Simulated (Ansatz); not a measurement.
`c1ccnnc1`, 10 atoms. The species carries charge 0 and has multiplicity 1. All runs use 4 threads of an Arm Neoverse V2 on a shared host. Correlated methods freeze the cores.

**Question.** How many basis functions does each run have, and how long does it take in Ansatz? RHF-CCSD(T)/def2-SVP energy; RKS ωB97M-V/def2-QZVPP energy; direct RPA on PBE orbitals/def2-TZVPP energy; RKS revPBE-D4/def2-TZVPP energy; RHF-CCSD(T)/def2-TZVPP energy; RKS PBE0-D4/def2-TZVP frequencies; RKS BHLYP-D4/def2-TZVPP energy; RKS ωB97M-V/def2-TZVPP energy and forces; RKS PBE-QIDH (frozen core)/def2-TZVPP energy; RKS PBE0-D4/def2-SVP energy; RKS PBE0-D4/def2-QZVPP energy; RKS PBE0-D4/def2-TZVP relaxation (5 steps). (Estimate.)

**Answer.** The calculation gave: Other jobs shared the machine, so times are rough.

```tsv
level	job	functions	wall time	peak host memory (GiB)
RKS PBE0-D4/def2-SVP	energy	104	0.9 s	0.51
RKS revPBE-D4/def2-TZVPP	energy	242	2 s	0.28
RKS BHLYP-D4/def2-TZVPP	energy	242	2.5 s	0.54
RHF-CCSD(T)/def2-SVP	energy	104	5 s	0.52
RKS PBE-QIDH (frozen core)/def2-TZVPP	energy	242	5.5 s	0.66
direct RPA on PBE orbitals/def2-TZVPP	energy	242	5.5 s	0.62
RKS PBE0-D4/def2-QZVPP	energy	462	6.5 s	1.4
RKS ωB97M-V/def2-TZVPP	energy and forces	242	9 s	0.81
RKS ωB97M-V/def2-QZVPP	energy	462	16 s	1.8
RKS PBE0-D4/def2-TZVP	relaxation (5 steps)	210	17 s	0.51
RHF-CCSD(T)/def2-TZVPP	energy	242	2.1 min	5.1
RKS PBE0-D4/def2-TZVP	frequencies	210	2.2 min	0.51
```
